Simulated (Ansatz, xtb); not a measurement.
**Ranking isomers of B2H3N**

4 gas-phase structures of B2H3N, found in a search over its isomers (lower ones may exist). Each was relaxed with GFN2-xTB:

A. `BB=N`, a singlet
B. `B1BN1`, a singlet
C. a singlet given by its coordinates
D. a singlet given by its coordinates

C (Å):

```xyz
6

B    -1.8578   -0.3413    0.8076
B    -0.0281   -0.3027   -1.0941
N    -0.9869   -0.3215   -0.0952
H    -0.3350    0.0497   -2.1706
H     1.0671   -0.6378   -0.8399
H    -2.6496   -0.3594    1.6283
```

Close contacts (Å): B1–N3 1.25, B2–N3 1.38, B1–H6 1.14, B2–H4 1.17, B2–H5 1.17.

D (Å):

```
atom    x (Å)    y (Å)    z (Å)
   B  -2.1178  -0.5809  -1.1062
   B  -1.1040  -0.7463   0.1412
   N  -2.8987  -0.4518  -2.0691
   H  -3.5185  -0.3522  -2.8358
   H  -1.4589  -1.1322   1.1907
   H   0.0378  -0.4881   0.0581
```

Close contacts (Å): B1–B2 1.62, B1–N3 1.25, B2–H5 1.17, B2–H6 1.17, N3–H4 0.99.

Question: Make a reasoned guess at their ranking by r2SCAN-D4/def2-SVP//GFN2-xTB single-point energy.

Answer: Calculated order at r2SCAN-D4/def2-SVP//GFN2-xTB: C (0.0), B (14.3), D (29.2), A (29.4) kcal/mol. Less than 1 kcal/mol parts D and A, so the order within that pair means little.

Energies above the lowest of each column, in kcal/mol; the last columns are at r2SCAN-D4/def2-SVP geometries and were run for some of them only (a dash: not run or not comparable):

| structure | GFN2-xTB | HF/STO-3G | r2SCAN-D4/def2-SVP//GFN2-xTB | r2SCAN-D4/def2-SVP | CCSD(T)/def2-TZVPP |
| --- | --- | --- | --- | --- | --- |
| C | 0.0 | 0.0 | 0.0 | 0.0 | 0.0 |
| B | 28.5 | 18.5 | 14.3 | 14.1 | 15.9 |
| D | 35.7 | 38.6 | 29.2 | 29.4 | 25.9 |
| A | 35.9 | 39.0 | 29.4 | – | – |

Every level run on C puts it lowest or level with the lowest. Flexible structures stand in one conformer each, not always the lowest. Frequencies (r2SCAN-D4/def2-SVP) were run for B, C, D alone.

Over these structures GFN2-xTB departs from r2SCAN-D4/def2-SVP//GFN2-xTB by 3.7 kcal/mol on average once a common shift is removed. A GFN2-xTB relaxation took about 0.06 s and the r2SCAN-D4/def2-SVP//GFN2-xTB energy about 0.52 s on a shared host (Ansatz 0.2.0, xtb 6.7.1).
